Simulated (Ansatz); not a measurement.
Mulliken charges of C4H5N, SMILES `C=CCC#N` from B3LYP/def2-TZVPP in Ansatz (PBE0-D4/def2-TZVP geometry).

```json
{"atom": "C1", "x (Å)": "-1.130", "y (Å)": "-0.688", "z (Å)": "-0.726", "charge (e)": "-0.197"}
{"atom": "C2", "x (Å)": "-0.331", "y (Å)": "-0.737", "z (Å)": "0.327", "charge (e)": "-0.158"}
{"atom": "C3", "x (Å)": "0.719", "y (Å)": "0.279", "z (Å)": "0.674", "charge (e)": "0.057"}
{"atom": "C4", "x (Å)": "0.812", "y (Å)": "1.377", "z (Å)": "-0.272", "charge (e)": "-0.265"}
{"atom": "N5", "x (Å)": "0.874", "y (Å)": "2.239", "z (Å)": "-1.030", "charge (e)": "0.019"}
{"atom": "H6", "x (Å)": "-1.079", "y (Å)": "0.123", "z (Å)": "-1.445", "charge (e)": "0.113"}
{"atom": "H7", "x (Å)": "-1.863", "y (Å)": "-1.466", "z (Å)": "-0.903", "charge (e)": "0.110"}
{"atom": "H8", "x (Å)": "-0.403", "y (Å)": "-1.561", "z (Å)": "1.030", "charge (e)": "0.110"}
{"atom": "H9", "x (Å)": "0.524", "y (Å)": "0.697", "z (Å)": "1.669", "charge (e)": "0.105"}
{"atom": "H10", "x (Å)": "1.702", "y (Å)": "-0.203", "z (Å)": "0.739", "charge (e)": "0.105"}
```

Q: By hand: the dipole of these point charges (1 e Å = 4.8032 D).

A: Σ q r = (-0.020, -0.322, 0.286) e Å, of length 0.431 e Å = 2.07 D.

Q: How does the dipole of the full density compare? (Estimate.)

A: Computed: (-0.063, -0.618, 0.518) e Å, 3.89 D; the point charges give 0.53 times that, at 2° from its direction.

Point charges leave out the atoms' own dipoles, such as those of lone pairs, and Mulliken's split depends on the basis, so the two needn't agree.

B3LYP here is the variant with VWN-RPA as its local correlation; programs differ in this.
